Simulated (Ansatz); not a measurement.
Grey tin (α-Sn) was calculated with revPBE in Ansatz (PAW).

Settings: plane-wave cutoff 520 eV, 20×20×20 k mesh, Fermi–Dirac smearing 0.05 eV, perturbation theory, scalar-relativistic PAW data made under PBE.

Computed at the level's own relaxed cell.

Harmonic phonon frequencies (cm⁻¹; i marks an imaginary mode):

| q point | frequencies |
|---|---|
| Γ | 0 0 0 170 170 170 |
| X | 39 39 137 137 161 161 |
| L | … |

Q: Complete the blanks.

A: 
- L, frequencies: 34 34 124 141 168 168

Measured, for comparison: zone-centre TO phonon frequency 200 cm⁻¹ (low temperature, zero-point motion not removed; as tabulated in Tanner et al. (2021), arXiv:2110.11888). Computed (rounded) less measured: zone-centre TO phonon frequency -15 %.

No imaginary mode appears at these points.

Note: the solid has no gap at this level, which affects its response.

Ansatz is a program for electronic structure.
